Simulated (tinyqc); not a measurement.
MP2 on RHF in the sto-3g basis, frozen core, for NH3, spin multiplicity 1, step by step. One step of it, computed by the program tinyqc.

Question. Iteration 8 (converged): orbitals. Diagonalise F' = X^T F X, C = X C', fill 5 alpha and 5 beta electrons from the bottom; D = 2 C_occ C_occ^T. Each column has its largest component positive (the first on a tie).

converged F (hartree), order 1N 1s, 1N 2s, 1N 2px, 1N 2py, 1N 2pz, 2H 1s, 3H 1s, 4H 1s:
$$\begin{pmatrix}
-15.323126 & -3.897399 & 0.000008 & 0.000000 & 0.031691 & -1.081187 & -1.082182 & -1.082182 \\
-3.897399 & -1.974342 & 0.000142 & 0.000000 & 0.194261 & -0.963017 & -0.963607 & -0.963607 \\
0.000008 & 0.000142 & -0.327279 & 0.000000 & -0.000114 & -0.412730 & 0.206531 & 0.206531 \\
0.000000 & 0.000000 & 0.000000 & -0.327309 & 0.000000 & 0.000000 & -0.357395 & 0.357395 \\
0.031691 & 0.194261 & -0.000114 & 0.000000 & -0.407513 & 0.349258 & 0.349483 & 0.349483 \\
-1.081187 & -0.963017 & -0.412730 & 0.000000 & 0.349258 & -0.623898 & -0.461683 & -0.461683 \\
-1.082182 & -0.963607 & 0.206531 & -0.357395 & 0.349483 & -0.461683 & -0.624469 & -0.462176 \\
-1.082182 & -0.963607 & 0.206531 & 0.357395 & 0.349483 & -0.461683 & -0.462176 & -0.624469
\end{pmatrix}$$

X, order 1N 1s, 1N 2s, 1N 2px, 1N 2py, 1N 2pz, 2H 1s, 3H 1s, 4H 1s:
$$\begin{pmatrix}
-0.287091 & 0.000000 & 0.000353 & 0.767268 & 0.629859 & 0.000000 & 0.000089 & 0.100534 \\
1.494490 & 0.000000 & -0.001157 & -0.286434 & 0.310150 & 0.000000 & 0.000160 & 0.349754 \\
-0.001207 & 0.000000 & -0.967286 & 0.000071 & -0.000093 & 0.000000 & 0.701673 & -0.000100 \\
0.000000 & 0.967120 & 0.000000 & 0.000000 & 0.000000 & 0.701894 & 0.000000 & 0.000000 \\
-0.691855 & 0.000000 & 0.000415 & -0.654062 & 0.636401 & 0.000000 & 0.000018 & -0.163696 \\
-0.685443 & 0.000000 & 1.090570 & -0.095108 & -0.076547 & 0.000000 & 0.415214 & 0.294551 \\
-0.687432 & -0.944338 & -0.544399 & -0.095021 & -0.076472 & 0.359414 & -0.207476 & 0.294718 \\
-0.687432 & 0.944338 & -0.544399 & -0.095021 & -0.076472 & -0.359414 & -0.207476 & 0.294718
\end{pmatrix}$$

Give: F' = X^T F X; orbital energies; coefficients C; D after iteration 8.

Answer.

F' = X^T F X (hartree):
$$\begin{pmatrix}
0.5464 & 0.0000 & 0.0005 & 0.7846 & 0.4690 & 0.0000 & -0.0001 & -0.1613 \\
0.0000 & 0.7100 & 0.0000 & 0.0000 & 0.0000 & 0.1133 & 0.0000 & 0.0000 \\
0.0005 & 0.0000 & 0.7099 & -0.0014 & -0.0011 & 0.0000 & -0.1132 & -0.0001 \\
0.7846 & 0.0000 & -0.0014 & -7.1986 & -6.9950 & 0.0000 & -0.0012 & -2.4212 \\
0.4690 & 0.0000 & -0.0011 & -6.9950 & -7.5340 & 0.0000 & -0.0013 & -2.5398 \\
0.0000 & 0.1133 & 0.0000 & 0.0000 & 0.0000 & -0.5638 & 0.0000 & 0.0000 \\
-0.0001 & 0.0000 & -0.1132 & -0.0012 & -0.0013 & 0.0000 & -0.5639 & -0.0004 \\
-0.1613 & 0.0000 & -0.0001 & -2.4212 & -2.5398 & 0.0000 & -0.0004 & -1.9970
\end{pmatrix}$$

orbital energies (hartree): MO1 -15.3311, MO2 -1.1646, MO3 -0.5739, MO4 -0.5738, MO5 -0.4036, MO6 0.7161, MO7 0.7199, MO8 0.7200

coefficients C, order 1N 1s, 1N 2s, 1N 2px, 1N 2py, 1N 2pz, 2H 1s, 3H 1s, 4H 1s:
$$\begin{pmatrix}
0.9933 & -0.2142 & -0.0001 & 0.0000 & -0.1222 & -0.1742 & 0.0119 & 0.0000 \\
0.0332 & 0.7087 & 0.0005 & 0.0000 & 0.6127 & 1.2836 & -0.0879 & 0.0000 \\
0.0000 & -0.0001 & 0.6140 & 0.0000 & -0.0003 & 0.0695 & 1.0228 & 0.0000 \\
0.0000 & 0.0000 & 0.0000 & 0.6142 & 0.0000 & 0.0000 & 0.0000 & 1.0251 \\
-0.0077 & -0.2037 & 0.0002 & 0.0000 & 0.7950 & -0.8134 & 0.0557 & 0.0000 \\
-0.0071 & 0.1518 & 0.5093 & 0.0000 & -0.1520 & -0.7956 & -0.9974 & 0.0000 \\
-0.0071 & 0.1519 & -0.2546 & 0.4410 & -0.1517 & -0.6888 & 0.5730 & -0.9091 \\
-0.0071 & 0.1519 & -0.2546 & -0.4410 & -0.1517 & -0.6888 & 0.5730 & 0.9091
\end{pmatrix}$$

D after iteration 8, order 1N 1s, 1N 2s, 1N 2px, 1N 2py, 1N 2pz, 2H 1s, 3H 1s, 4H 1s:
$$\begin{pmatrix}
2.0949 & -0.3874 & 0.0000 & 0.0000 & -0.1223 & -0.0422 & -0.0422 & -0.0422 \\
-0.3874 & 1.7574 & 0.0000 & 0.0000 & 0.6849 & 0.0289 & 0.0287 & 0.0287 \\
0.0000 & 0.0000 & 0.7541 & 0.0000 & -0.0001 & 0.6254 & -0.3126 & -0.3126 \\
0.0000 & 0.0000 & 0.0000 & 0.7544 & 0.0000 & 0.0000 & 0.5417 & -0.5417 \\
-0.1223 & 0.6849 & -0.0001 & 0.0000 & 1.3472 & -0.3031 & -0.3031 & -0.3031 \\
-0.0422 & 0.0289 & 0.6254 & 0.0000 & -0.3031 & 0.6110 & -0.1670 & -0.1670 \\
-0.0422 & 0.0287 & -0.3126 & 0.5417 & -0.3031 & -0.1670 & 0.6110 & -0.1671 \\
-0.0422 & 0.0287 & -0.3126 & -0.5417 & -0.3031 & -0.1670 & -0.1671 & 0.6110
\end{pmatrix}$$
